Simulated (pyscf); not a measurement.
H₃Ge–BiH₂ (SMILES [GeH3][BiH2]) + H₂ (SMILES [H][H]) → BiH₃ (SMILES [BiH3]) + GeH₄ (SMILES [GeH4]), a four-centre exchange (singlet surface; Bi–Ge, H–H broken, Bi–H, Ge–H formed). Structures and frequencies: ωB97X-D3(BJ)/def2-SVP in PySCF. Energies in kcal/mol from the separated reactants.

Small-basis levels: PySCF, no dispersion term, spherical d functions. AM1 to PM7: differences of heats of formation from MOPAC, which are fitted to 298 K values and so differ in kind from electronic energies by zero-point and thermal terms. GFN2-xTB: tblite. 

```tsv
level	barrier	reaction energy
HF/6-31G*+LANL2DZ	92.4	+3.4
PBE/6-31G*+LANL2DZ	63.9	+8.4
B3LYP/LANL2DZ	69.8	+4.0
PBE/def2-SVP	59.0	+6.9
GFN2-xTB	(withheld)	+2.4
PM6	148.5	+95.5
PM7	(withheld)	+42.0
ωB97M-D3(BJ)/def2-TZVP	(withheld)	+6.9
```

Task: What belongs in the gaps?

Result: 
- GFN2-xTB, barrier: 66.9
- PM7, barrier: 80.9
- ωB97M-D3(BJ)/def2-TZVP, barrier: 70.5

Against the last row the barrier runs from -11.5 (PBE/def2-SVP) to +78.0 kcal/mol (PM6). ωB97M-D3(BJ)/def2-TZVP has limits of its own. The same reactants have a lower exit, to GeH₃• + BiH₂• + H₂ (no saddle counted: cutting one bond costs +50.8 kcal/mol at ωB97M-D3(BJ)/def2-TZVP, against +70.5 kcal/mol here). This is the saddle that the search found; another between the same sides may lie lower. A restricted solution here is unstable towards spin polarisation, so biradical character is likely and single-reference numbers are less safe. In the def2 sets elements up to Kr have no core potential. In the def2 sets elements past Kr carry core potentials, without spin-orbit coupling.
